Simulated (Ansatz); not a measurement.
H3Ge–BH, quartet in cc-pVDZ: errors against UCCSDT(Q)

Geometry: that of the H3Ge–BH, doublet, kept fixed. The doublet lies 3.8 eV lower here.

```xyz
6

Ge    0.0000    0.0147    0.2659
B     0.0000   -0.1536   -1.7625
H     0.0000    1.4503    0.8330
H     1.2427   -0.7130    0.8099
H    -1.2427   -0.7130    0.8099
H     0.0000    0.5661   -2.7120
```

Basis cc-pVDZ; Ansatz 0.2.0. Only valence electrons are correlated (noble-gas cores and the filled d shells of p-block atoms frozen), which leaves 11 electrons in 46 orbitals. Prefix R: restricted or restricted open-shell reference; prefix U: unrestricted. No spin–orbit coupling is included, and no scalar relativity.

Full CI isn't at hand for all of this; UCCSDT(Q) serves as the reference, and is uncertain by the last step of the cluster series or more. The frozen core follows each run's orbitals, which can shift R against U totals by a few meV for light atoms and by up to 0.1 eV past Ca.

```
UHF ⟨S²⟩                          : 3.761
T1 diagnostic (RCCSD)             : 0.0308
largest doubles amplitude (RCCSD) : 0.028
T1 diagnostic (UCCSD)             : 0.0300
```

```csv
level,E − E(UCCSDT(Q)) (kJ/mol),wall time
UHF,516.8,–
UMP2,126.6,–
UCCSD,16.4,–
UCCSD(T),3.9,9.5 s
UCCSDT,0.5,–
```

Run but not shown, since their state, orbitals or frozen core can't be matched to the reference's or they repeat it: RHF, RMP2, CISD, RCCSD, RCCSD(T), BCCD(T), RCCSDT, RCCSDT(Q).

Times hold each run's SCF and search for its determinant on a shared host, so for small cases they say little of a method's own cost; they ran on 1 thread of Arm Neoverse V1. Some runs computed forces too.
